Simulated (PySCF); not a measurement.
How good is the calculation?

Geometry:
```tsv
atom	x (Å)	y (Å)	z (Å)
F1	-1.041	-0.065	1.784
C2	-1.187	0.061	0.411
C3	-0.348	1.232	-0.065
C4	1.092	0.695	-0.044
C5	0.968	-0.844	-0.163
C6	-0.538	-1.134	-0.259
H7	-2.264	0.166	0.201
H8	-0.500	2.121	0.564
H9	-0.661	1.493	-1.089
H10	1.583	0.966	0.902
H11	1.700	1.131	-0.851
H12	1.516	-1.245	-1.028
H13	1.389	-1.329	0.730
H14	-0.840	-2.078	0.217
H15	-0.870	-1.170	-1.309
```

Non-relativistic, a single conformation, averaged over atoms made equivalent by symmetry, fast rotation or ring inversion, no solvent model. B3LYP/pcSseg-2 with gauge-including orbitals; structure optimised with PBE0-D3(BJ)/def2-SVP; PySCF.

Reference values: measured (solution, not stated per compound (mostly CDCl3 or CCl4); Pretsch, Buehlmann, Badertscher, Structure Determination of Organic Compounds, 4th ed. (2009)).
| atoms | quantity | reference | computed | computed, scaled |
| --- | --- | --- | --- | --- |
| C2 | δ 13C | 95.5 | 102.0 | 95.5 |
| C3/C6 | δ 13C | 32.8 | 38.1 | 34.4 |
| C4/C5 | δ 13C | 22.5 | 25.0 | 22.0 |

Computed shifts are σ(ref) − σ with the named reference compound (TMS for H and C) calculated as an isolated molecule at the same level. The measured values may be among those fitted. Empirical linear scaling, fitted to shifts measured mostly in CDCl3 for H and C (δ vs TMS): 13C (scatter 2.4 ppm rms). Occasional misses reach two or three times the rms, and more in compound classes unlike the fitted ones.

Task: How far are the unscaled 13C shifts from the references?

Result: Mean signed difference +4.77 ppm, mean absolute 4.77 ppm over 3 comparisons; the largest is +6.5 ppm at C2 (sp3 CH bonded to F).
